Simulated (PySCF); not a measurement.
## Rotational lines of NaMg⁺

Lines J+1 ← J of the vibrational ground state, computed from RHF-CCSD(T) constants of NaMg⁺, ¹Σ⁺ (singlet), closed shell (Na aug-cc-pVDZ, Mg aug-cc-pVDZ; no relativity (PySCF 2.14); masses 22.9898 and 23.9850 u), in MHz:

```tsv
J	ν (MHz)
2	23818.5
3	31756.5
4	39693.2
5	47628.2
6	55561.2
```

Question: Find B0 and the effective bond length r0; with αe = 0.00137 cm⁻¹, find Re.

Answer: ν = 2B0(J+1) − 4D(J+1)³ gives B0 = 0.13243 cm⁻¹. With the reduced mass μred = 11.738 u, r0 = √(16.8576/(μred·B0)) (u, cm⁻¹, Å) = 3.2931 Å. Be = B0 + αe/2 = 0.13311 cm⁻¹ gives Re = 3.285 Å.

Correlated steps freeze 2 core orbitals. Correlated levels converge slowly with the basis: in double zeta they bind strong bonds too weakly, by up to about 1 eV, and carry superposition errors of some tenths. For an ion De counts to the pair picked by the measured ionisation energies or electron affinities, which need not be the lowest pair at this level.
